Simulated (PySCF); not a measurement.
# Ionisation energy of Be by level of theory

Be [He] 2s2 (1S) → Be+ [He] 2s1 (2S), as a difference of total energies. Calculation: PySCF 2.14, in def2-TZVP; the non-relativistic Hamiltonian (point nucleus). Correlated levels: valence: 1s2 frozen. The calculations carry no spin-orbit coupling.

```tsv
method	ionisation energy (eV)
UHF	8.042
MN15	8.946
PBE0	8.970
MP2 (valence)	8.751
SCS-MP2 (valence)	8.893
CCSD (valence)	9.269
```

Errors of the correlated levels include the incompleteness of this basis and the frozen core.

With two correlated electrons CCSD is exact in that space.

Task: Which method comes closest to the reference value, and which is furthest?

Result: The reference is 9.323 eV (measured; NIST Atomic Spectra Database, ionization energies). Closest: CCSD (valence) (error -0.054 eV); furthest: UHF (error -1.281 eV).
